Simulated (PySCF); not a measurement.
# Dipole moment and polarisability across levels of theory

C₄H₇F.
Geometry (PBE0-D3(BJ)/def2-SVP, Å), atoms numbered from 1 in this order:
```xyz
12
C4H7F angstrom
C      1.5642   -0.3413   -0.4449
C      0.5140    0.7146   -0.5235
C     -0.7206    0.6591   -0.0211
C     -1.3994   -0.4274    0.7297
F     -1.5291    1.7218   -0.1890
H      1.8720   -0.6717   -1.4511
H      1.2331   -1.2306    0.1093
H      2.4723    0.0402    0.0508
H      0.7685    1.6445   -1.0430
H     -2.3002   -0.7576    0.1878
H     -1.7305   -0.0584    1.7137
H     -0.7443   -1.2932    0.8812
```

PySCF, dipoles from the SCF density, polarisabilities from static response with core orbitals frozen. Geometry: PBE0-D3(BJ)/def2-SVP; no solvent, vibrations or thermal averaging.

Q: Compare the levels for these properties.

A: 

```tsv
level	μ (D)	α (Å³)	anisotropy (Å³)
LDA/def2-SVPD	1.753	8.13	3.78
PBE/def2-SVPD	1.683	8.03	3.77
B3LYP/def2-SVPD	1.790	7.83	3.66
PBE0/def2-SVPD	1.784	7.75	3.62
BHandHLYP/def2-SVPD	1.894	7.58	3.55
CAM-B3LYP/def2-SVPD	1.841	7.72	3.57
wB97X-D/def2-SVPD	1.809	7.72	3.53
LC-wPBE/def2-SVPD	1.826	7.55	3.47
HF/def2-SVPD	1.970	7.37	3.50
PBE0/6-31G*	1.500	6.42	3.90
PBE0/6-31+G*	1.825	7.21	3.66
PBE0/def2-SVP	1.650	6.64	3.85
PBE0/aug-cc-pVDZ	1.753	7.91	3.64
PBE0/def2-TZVP	1.688	7.50	3.76
PBE0/def2-TZVPD	1.736	7.90	3.64
```

The anisotropy is √(½[(α1 − α2)² + (α2 − α3)² + (α3 − α1)²]). The dipole runs from 1.50 D (PBE0/6-31G*) to 1.97 D (HF/def2-SVPD). No reference polarisability is at hand; against PBE0 in the largest diffuse basis at hand (def2-TZVPD) the other PBE0 rows deviate by 6-31G* -19%, 6-31+G* -9%, def2-SVP -16%, def2-SVPD -2%, aug-cc-pVDZ 0%, def2-TZVP -5%. In one basis (def2-SVPD) the functionals order the polarisability from HF (lowest) to LDA (highest), a spread of 10%. With PBE0 the polarisability is 6.85 Å³ without diffuse functions (mean of 6-31G*, def2-SVP and def2-TZVP) and 7.69 Å³ with them (mean of 6-31+G*, def2-SVPD, aug-cc-pVDZ and def2-TZVPD).
